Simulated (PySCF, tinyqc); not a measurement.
Worked calculation: CID on RHF in the sto-3g basis, frozen core, for LiH, spin multiplicity 1. The lowest restricted solution is unstable here: a spin-polarised one lies 0.0915 hartree lower (PySCF). One step of it, computed by the program tinyqc.

Task: CID: determinants and Hamiltonian. Slater-Condon rules over spin orbitals, with the nuclear repulsion and the energy of the frozen orbital added and E(HF) subtracted on the diagonal. Only determinants linked to the reference directly or through others are kept (one block of an abelian symmetry group), so some states are absent.

one-electron integrals dressed by the frozen orbital, h + 2 (pq|11) - (p1|1q) (hartree), lower triangle:
```
,2,3,4,5,6
2,-0.560807
3,0.096183,-0.342650
4,0.000000,0.000000,-0.251737
5,0.000000,0.000000,0.000000,-0.251737
6,0.086444,-0.092035,0.000000,0.000000,-0.332642
```

energy of the frozen orbital, 2 h_11 + (11|11) = -7.47169936 hartree

Two-electron integrals over orbitals (pq|rs), unique and non-zero (hartree); the lowest 1 orbital is frozen and left out:
```
p,q,r,s,(pq|rs)
2,2,2,2,0.393690
3,2,2,2,-0.096183
3,2,3,2,0.073207
3,3,2,2,0.235250
3,3,3,2,0.009784
3,3,3,3,0.289243
4,2,4,2,0.022345
4,3,4,2,0.025095
4,3,4,3,0.040082
4,4,2,2,0.212032
4,4,3,2,0.041313
4,4,3,3,0.262047
4,4,4,4,0.312946
5,2,5,2,0.022345
5,3,5,2,0.025095
5,3,5,3,0.040082
5,4,5,4,0.016869
5,5,2,2,0.212032
5,5,3,2,0.041313
5,5,3,3,0.262047
5,5,4,4,0.279207
5,5,5,5,0.312946
6,2,2,2,-0.086444
6,2,3,2,0.077858
6,2,3,3,-0.010882
6,2,4,4,0.049158
6,2,5,5,0.049158
6,2,6,2,0.114728
6,3,2,2,0.084947
6,3,3,2,-0.057943
6,3,3,3,-0.026454
6,3,4,4,-0.024263
6,3,5,5,-0.024263
6,3,6,2,-0.050685
6,3,6,3,0.064080
6,4,4,2,0.013575
6,4,4,3,0.005744
6,4,6,4,0.016233
6,5,5,2,0.013575
6,5,5,3,0.005744
6,5,6,5,0.016233
6,6,2,2,0.332259
6,6,3,2,-0.041788
6,6,3,3,0.255942
6,6,4,4,0.250530
6,6,5,5,0.250530
6,6,6,2,-0.023016
6,6,6,3,0.036549
6,6,6,6,0.324534
```

nuclear repulsion = 0.50461908 hartree

Hartree-Fock energy = -7.69500482 hartree

Give: determinants; H - E(HF) between determinants.

Result:

Occupation strings over the orbitals (2 doubly, a alpha, b beta, 0 empty; spin orbitals ordered 1a 1b 2a 2b ...): 220000 202000 20a00b 200200 200020 20b00a 200002

H - E(HF) between determinants (hartree), lower triangle:
```
,220000,202000,20a00b,200200,200020,20b00a,200002
220000,0.0000
202000,0.0732,0.3319
20a00b,0.0779,-0.1185,0.3086
200200,0.0223,0.0401,0.0057,0.5374
200020,0.0223,0.0401,0.0057,0.0169,0.5374
20b00a,-0.0779,0.1185,-0.0641,-0.0057,-0.0057,0.3086
200002,0.1147,0.0641,-0.0555,0.0162,0.0162,0.0555,0.3872
```
